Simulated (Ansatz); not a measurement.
The input, for Ansatz 0.2.0:

```yaml
crystal:
  periodic: [false, false, false]
  atoms:
    - {symbol: N, position_ang: [0.000000, -0.109776, 1.277807]}
    - {symbol: Na, position_ang: [0.000000, 0.035821, -0.861777]}
    - {symbol: H, position_ang: [0.000000, 0.708461, 1.899118]}
basis:
  gaussian: {orbitals: STO-3G}
magnetization: {spin_polarized: true, initial_magnetization: 1}
correlation: {method: ccsdt_q, electrons: outside_noble_gas}
```

```sh
$ ansatz run in.yaml --threads 1 --pin off --events-out ev --progress --plain --max-ram 2393MiB
```

The program prints:

```
239 factors; integrals over basis functions are off by at most 8.9e-8 eV
mean field evaluation 1: about -5823.7041 eV, gradient 1.4e1 eV
mean field evaluation 2: about -5823.7188 eV, gradient 1.4e1 eV
mean field evaluation 4: about -5825.0645 eV, gradient 4.9e-1 eV
mean field evaluation 8: about -5825.0662 eV, gradient 1.5e-3 eV
mean field evaluation 16: about -5823.2363 eV, gradient 7.3e0 eV
mean field evaluation 32: about -5824.6652 eV, gradient 1.3e0 eV
mean field evaluation 64: about -5819.3018 eV, gradient 5.5e-3 eV
mean field evaluation 96: about -5819.8962 eV, gradient 1.7e-3 eV
mean field -5825.06619205 eV, -214.0672341862 hartree, gradient 5.2e-6 eV, S^2 0.759697; 6 other end points of the search recorded, 0 dependent functions left out
determinant -5825.06619205 eV, -214.0672341862 hartree, with singles and doubles -5826.03026876 eV, -214.1026633517 hartree
determinant -5824.29818641 eV, -214.0390104994 hartree, with singles and doubles -5825.10258671 eV, -214.0685716652 hartree
6 core orbitals not correlated: weight in the atoms' cores, before any rotation towards them, 1.000 or more for the frozen orbitals, at most 0.000 for the correlated occupied ones
reference -5825.06619205 eV, -214.0672341862 hartree; 4, 3 occupied and 5, 6 virtual orbitals, 239 factors
second order -0.66894897 eV of doubles, -0.00000000 eV of singles
cycle   1  -0.83344836 eV  change   -1.6e-1 eV  update   4.4e-2
cycle   2  -0.93515736 eV  change   -1.0e-1 eV  update   2.1e-2
cycle   3  -0.97336885 eV  change   -3.8e-2 eV  update   1.4e-2
cycle   4  -0.97862860 eV  change   -5.3e-3 eV  update   6.1e-3
cycle   5  -0.97875289 eV  change   -1.2e-4 eV  update   4.0e-3
cycle   6  -0.98034054 eV  change   -1.6e-3 eV  update   2.4e-3
cycle   7  -0.98185284 eV  change   -1.5e-3 eV  update   1.6e-3
cycle   8  -0.98247456 eV  change   -6.2e-4 eV  update   7.7e-4
cycle   9  -0.98257622 eV  change   -1.0e-4 eV  update   3.8e-4
cycle  10  -0.98255027 eV  change    2.6e-5 eV  update   1.7e-4
cycle  11  -0.98248612 eV  change    6.4e-5 eV  update   9.6e-5
cycle  12  -0.98249769 eV  change   -1.2e-5 eV  update   4.6e-5
cycle  13  -0.98249213 eV  change    5.6e-6 eV  update   2.4e-5
cycle  14  -0.98249779 eV  change   -5.7e-6 eV  update   9.9e-6
cycle  15  -0.98249885 eV  change   -1.1e-6 eV  update   4.9e-6
cycle  16  -0.98249980 eV  change   -9.5e-7 eV  update   2.3e-6
cycle  17  -0.98249999 eV  change   -1.9e-7 eV  update   8.6e-7
perturbative correction -0.00002367 eV, -0.0000008697 hartree
Total energy: -5826.04871571 eV, -214.1033412647 hartree
```

Ran on 1 thread of AMD EPYC 7B13, shared host: 1.4 s wall, 0.09 GiB peak host memory.
